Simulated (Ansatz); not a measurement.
# NO3: the cost of one run

Program: Ansatz 0.2.0. Level of theory: the levels named in each step. These are calculated values, not measurements.

## Step 1: The structure to begin with

Bond lengths: O1–N2 1.219 Å, N2–O3 1.219 Å, N2–O4 1.219 Å. Angles: O1–N2–O3 120.0°, O1–N2–O4 120.0°, O3–N2–O4 120.0°.

Structure file:

```xyz
4

O     1.0838   -0.5553   -0.0575
N     0.0001    0.0001    0.0002
O    -0.0614    1.2175    0.0095
O    -1.0224   -0.6623    0.0479
```

## Step 2: A rough first relaxation, PBE-D4/def2-SVP

This run stands in another session on the same molecule. It ended at:

```xyz
4

O     1.1048   -0.5660   -0.0586
N     0.0001    0.0001    0.0000
O    -0.0626    1.2412    0.0097
O    -1.0422   -0.6751    0.0489
```

## Step 3: Relaxation, PBE0-D4/def2-TZVPP

This run stands in another session on the same molecule. It ended at:

```xyz
4

O     1.0590   -0.5902   -0.0565
N    -0.0022    0.0454    0.0004
O    -0.0621    1.2389    0.0096
O    -0.9945   -0.6940    0.0465
```

## Step 4: Frequencies, PBE0-D4/def2-TZVPP

Contents of input.yaml:

```yaml
crystal:
  periodic: [false, false, false]
  atoms:
    - { symbol: O, position_ang: [1.05898378, -0.59024423, -0.05645668] }
    - { symbol: "N", position_ang: [-0.0022448, 0.04543306, 0.00035965] }
    - { symbol: O, position_ang: [-0.06210553, 1.23893173, 0.00963257] }
    - { symbol: O, position_ang: [-0.99454345, -0.69401056, 0.04649445] }
magnetization:
  spin_polarized: true
  initial_magnetization: 1
basis:
  gaussian: { orbitals: def2-TZVPP }
hamiltonian:
  xc: pbe0
  dispersion: d4
phonons: {}
```

Launch:

```console
$ ansatz run input.yaml --threads 2 --pin off --max-ram 5120MiB --backend cpu --events-out ev --progress --plain --runs-dir out
```

Q: Estimate wall time and peak memory on 2 threads of Intel Xeon at 2.70GHz, shared host.

About 45 s, with a peak of 0.22 GiB.
